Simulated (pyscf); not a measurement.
HO–SiH₂–OH + H₂N–NH₂ -> H₂N–SiH(OH)–OH + ammonia (NH₃), a four-centre exchange (singlet surface; H–Si, N–N broken, N–Si, H–N formed). Single points on ωB97X-D3(BJ)/def2-SVP structures (PySCF, gas phase). Energies in kJ/mol from the separated reactants.

AM1 to PM7: differences of heats of formation from MOPAC, which are fitted to 298 K values and so differ in kind from electronic energies by zero-point and thermal terms. 

**Question.** Quick PM6 single points give ΔE‡ = 404.1 kJ/mol and ΔE = -165.8 kJ/mol. What does ωB97M-D3(BJ)/def2-TZVP give, and how far is the quick result from it?

**Answer.** ωB97M-D3(BJ)/def2-TZVP gives ΔE‡ = 347.1 kJ/mol and ΔE = -246.5 kJ/mol. PM6 lies 57.0 kJ/mol over it in the barrier and 80.7 kJ/mol over it in the reaction energy, so on this step it does not hold to within 12.6 kJ/mol. ωB97M-D3(BJ)/def2-TZVP has limits of its own. On the reactant side the descent ends in an adduct with a N–Si contact, 29.4 kJ/mol under the separated species and 390.0 kJ/mol under the saddle at ωB97X-D3(BJ)/def2-TZVP. On the product side the descent ends in a complex (not fully relaxed), 18.1 kJ/mol under the separated species and 621.5 kJ/mol under the saddle at ωB97X-D3(BJ)/def2-TZVP. What is counted as formed (N–Si) is already present as a longer contact in the reactant adduct; forming that adduct is a step of its own. At ωB97X-D3(BJ)/def2-TZVP the barrier from the zero used here is 360.6 kJ/mol. From the product side, NH₂• + H• + H₂N–SiH(OH)–OH lies, by one bond made or cut, 115.4 kJ/mol under this saddle at ωB97M-D3(BJ)/def2-TZVP. The same reactants have a lower exit, to NH₂• + NH₂• + HO–SiH₂–OH (no saddle counted: cutting one bond costs +310.4 kJ/mol at ωB97M-D3(BJ)/def2-TZVP, against +347.1 kJ/mol here). This is the saddle that the search found; another between the same sides may lie lower. One closed-shell reference is unstable to symmetry breaking; treat the single-reference values with care.
